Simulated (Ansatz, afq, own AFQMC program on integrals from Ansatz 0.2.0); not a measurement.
PN, singlet: AFQMC among the cluster methods

```xyz
2

N     0.0000    0.0000    0.0000
P     0.0000    0.0000    1.3270
```

Basis 6-31G. Only valence electrons are correlated. Integrals, coupled cluster, full CI and functionals: Ansatz 0.2.0; the random walks run on the same integrals in our own AFQMC program. ph-AFQMC/CISD is guided by a CISD state made of CCSD amplitudes; releasing the constraint for a short imaginary time cuts its bias at the price of noise, slowly where states lie close. Uncertainties: one standard error, sampling alone.

Determinant: RHF, the one that the program's search chose, which needn't be the lowest solution. The geometry is a point of a scan.

Full CI on the same integrals is exact in this basis and with this determinant's frozen core.

The T1 diagnostic is 0.0129. The weight of the determinant in the CISD state is 0.905 and the size of the correlated space is 10 electrons in 16 orbitals.

Reference: full CI, correlation energy -5.152 eV. The released energy is read at 2.40 1/Eh (meV from the phaseless value at times in 1/Eh: -4 ± 4 at 0.24, -1 ± 3 at 0.51, -4.0 ± 1.9 at 0.99, -2.5 ± 2.0 at 1.62, -1.2 ± 2.4 at 2.40).

| level | E − E(reference) (kcal/mol) | share of correlation (%) |
| --- | --- | --- |
| HF | 118.81 | 0.00 |
| MP2 | 0.81 | 99.32 |
| CCSD | 4.75 | 96.00 |
| CCSD(T) | 1.06 | 99.11 |
| CCSDT | 1.02 | 99.14 |
| CCSDT(Q) | -0.06 | 100.05 |
| CCSDTQ | 0.11 | 99.90 |
| ph-AFQMC/CISD | 0.08 ± 0.12 | 99.93 |
| released AFQMC | 0.05 ± 0.05 | 99.96 |

CCSDT and higher add their correlation energy to the determinant of the CCSD(T) run, since their own runs factorise the integrals more tightly (a shift of under 2 meV). A walk keeps the symmetry of its determinant, which the program's search chose and which needn't be the lowest solution, so a lower state of the same spin and another symmetry isn't excluded. Released energies are given only where the last usable release times agree within the noise; a slower fall can still hide under it.
